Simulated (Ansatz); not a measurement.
Isolated molecules relaxed with PBE0-D4/def2-TZVP in Ansatz; ΔE leaves out vibrations. CCSD(T)/CBS is the MP2 limit (def2-TZVPP, def2-QZVPP) plus CCSD(T) − MP2 in def2-TZVPP, frozen cores. This one scheme is used for every species. Functionals use def2-TZVPP. B3LYP here is the variant with VWN-RPA as its local correlation; programs differ in this. Each species was taken in one conformer, which may not be the lowest.

Consider the substitution at a C–Cl bond: `OCCCCl` + H–F → `OCCCF` + HCl.

```json
{"level": "r2SCAN-D4", "ΔE (kJ/mol)": "14.3", "difference from CCSD(T)/CBS": "-11.5"}
{"level": "B3LYP-D4", "ΔE (kJ/mol)": "14.5", "difference from CCSD(T)/CBS": "-11.3"}
{"level": "ωB97X-V", "ΔE (kJ/mol)": "12.8", "difference from CCSD(T)/CBS": "-13.0"}
{"level": "B2PLYP", "ΔE (kJ/mol)": "14.8", "difference from CCSD(T)/CBS": "-11.0"}
{"level": "r2SCAN", "ΔE (kJ/mol)": "13.3", "difference from CCSD(T)/CBS": "-12.5"}
{"level": "PBE0", "ΔE (kJ/mol)": "16.5", "difference from CCSD(T)/CBS": "-9.3"}
{"level": "MP2/def2-TZVPP", "ΔE (kJ/mol)": "29.9", "difference from CCSD(T)/CBS": "4.1"}
{"level": "CCSD/def2-TZVPP", "ΔE (kJ/mol)": "16.3", "difference from CCSD(T)/CBS": "-9.5"}
{"level": "SCS-MP2/def2-QZVPP", "ΔE (kJ/mol)": "25.8", "difference from CCSD(T)/CBS": "0.0"}
{"level": "CCSD/CBS(def2)", "ΔE (kJ/mol)": "22.7", "difference from CCSD(T)/CBS": "-3.1"}
{"level": "CCSD(T)/CBS", "ΔE (kJ/mol)": "25.8", "difference from CCSD(T)/CBS": "0"}
```

Largest T1 diagnostic among the species: 0.010.

In def2-TZVPP, CCSD(T) changes the Hartree–Fock value by +17.6 kJ/mol (the triples alone add +3.1 kJ/mol) and MP2 by +28.1 kJ/mol. The D4 term adds +6.6 kJ/mol with B3LYP and +3.5 kJ/mol with PBE0; it sums over pairs of atoms, weighted by their polarisabilities, and B3LYP, whose exchange is more repulsive, gets the larger term.
